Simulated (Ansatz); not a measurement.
# Worked example: H3S, doublet against H₃S⁻, singlet

Geometry (PBE0/def2-TZVPD stationary point of a singlet), kept for both states (H3S⁻, singlet: A'; H3S, doublet: A'):

```xyz
4

S     0.0000   -0.0470    0.0142
H     0.0000    0.0596   -1.8788
H     0.0000    1.2756   -0.1011
H     0.0000    0.1591    1.5270
```

Basis aug-cc-pVDZ; Ansatz 0.2.0. Only valence electrons are correlated (noble-gas cores frozen). R marks a restricted (for open shells ROHF) determinant, U an unrestricted one.

Full CI isn't at hand for all of this; UCCSDT(Q) serves as the reference, and is uncertain by the last step of the cluster series or more.

The highest occupied Kohn–Sham level of the anion is positive, up to +1.20 eV, so in those functionals the extra electron is held by the basis alone, which enters their differences from the reference.

```tsv
level	E(H3S⁻, singlet) (hartree)	E(H3S, doublet) (hartree)
UHF	-399.164534	-399.165673
UMP2	-399.364534	-399.328378
UCCSD(T)	-399.401627	-399.361132
PBE	-399.754580	-399.706589
B3LYP	-399.954060	-399.904673
UCCSDT(Q)	-399.403040	-399.362337
```

Q: Give the vertical gap, H3S doublet less H3S⁻ singlet, at each level in eV (1 hartree = 27.2114 eV), and each error against UCCSDT(Q).

A: UCCSDT(Q): (-399.362337 − (-399.403040)) × 27.2114 = 1.108 eV (the reference)
B3LYP: (-399.904673 − (-399.954060)) × 27.2114 = 1.344 eV, error 0.236 eV
PBE: (-399.706589 − (-399.754580)) × 27.2114 = 1.306 eV, error 0.198 eV
UCCSD(T): (-399.361132 − (-399.401627)) × 27.2114 = 1.102 eV, error -0.006 eV
UMP2: (-399.328378 − (-399.364534)) × 27.2114 = 0.984 eV, error -0.124 eV
UHF: (-399.165673 − (-399.164534)) × 27.2114 = -0.031 eV, error -1.139 eV

Total energies of functionals can't be set beside those of wave-function methods, since they hold the core's correlation and their own absolute errors; only the differences compare.

In so small a basis the reference is far from its limit while semilocal and hybrid functionals are nearer theirs, so the functionals' errors here hold much of the reference's basis and frozen-core error, which can add to them or hide them.

Each level lands on the state that its own search finds. T1 diagnostics of restricted CCSD: 0.024 and 0.033.
